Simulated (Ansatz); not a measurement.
Relaxation of C$_{2}$H$_{4}$O$_{2}$ (8 atoms, charge 0, multiplicity 1), to a largest force component of 0.02 eV/Å in at most 40 steps.

The calculation used RKS PBE0/def2-SVP in Ansatz.

```xyz
8
Properties=species:S:1:pos:R:3:forces:R:3
C -0.081 0.042 -1.576 0.02 -0.05 0.05
O 0.696 -0.478 -0.831 0.34 -0.22 -0.06
H -1.163 0.083 -1.373 -0.50 0.04 0.19
H 0.229 0.529 -2.514 0.24 0.15 -0.46
C 0.084 -0.046 1.566 -0.12 0.30 0.12
O -0.272 1.088 1.425 -0.14 0.34 0.08
H -0.618 -0.893 1.520 -0.36 -0.46 -0.03
H 1.126 -0.325 1.782 0.52 -0.10 0.10
```

Question: Where does it end, and by what steps?

Answer: It converged. After 13 steps the energy has fallen by 0.159 eV; H3 moved furthest, 1.00 Å.

```csv
step,energy less start (eV),largest force component (eV/Å),accepted
0,0.0000,0.518,yes
1,-0.0693,0.632,yes
2,0.5130,4.285,no
3,0.0264,1.847,no
4,-0.0812,0.454,yes
5,-0.0941,0.171,yes
6,-0.1072,0.280,yes
7,-0.1146,0.359,yes
8,-0.1374,0.134,yes
9,-0.1445,0.399,yes
10,0.0697,1.611,no
11,-0.1575,0.041,yes
12,-0.1583,0.062,yes
13,-0.1592,0.005,yes
```

```xyz
8
Properties=species:S:1:pos:R:3
C -0.008 0.106 -1.550
O 0.628 -0.712 -0.944
H -0.642 0.861 -1.025
H 0.005 0.149 -2.666
C 0.005 -0.101 1.539
O -0.703 0.844 1.318
H -0.389 -1.144 1.613
H 1.103 -0.002 1.716
```

Whether the end is a true minimum wasn't checked by a vibrational analysis.

Run time: 29 s on 2 threads of Arm Neoverse N1, with other jobs on the host, peak memory 0.14 GiB.
